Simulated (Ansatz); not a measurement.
A calculation on fluorite SrCl2 returned lattice constant a 6.984 Å, formation enthalpy -2.756 eV/atom.

For reference: lattice constant a 6.974 Å (measured, room temperature, not corrected to a static lattice; as tabulated in Kanchana et al., Calculated structural, elastic and electronic properties of …); formation enthalpy -2.864 eV/atom (measured, 298 K, copied from a table, unchecked, no zero-point or thermal correction; as tabulated in NASA TM-4513).

Task: Which level of theory produced these numbers?
A) PBE-D3(BJ) (Ansatz (an electronic-structure program))
B) PBE (Ansatz)
C) r²SCAN (Ansatz)
D) rVV10 (Ansatz)

Result: D, rVV10 (Ansatz)

The others give: r²SCAN 6.994 Å, -2.855 eV/atom; PBE 7.041 Å, -2.541 eV/atom; PBE-D3(BJ) 6.958 Å, -2.684 eV/atom.

Unless a cell is named, each level is at its own relaxed cell (PBE 29.09, PBE-D3(BJ) 28.07, r²SCAN 28.51, rVV10 28.39 Å³/atom).

Ansatz's density-functional and Hartree–Fock values are scalar-relativistic unless marked +SOC, with PAW data made under PBE.
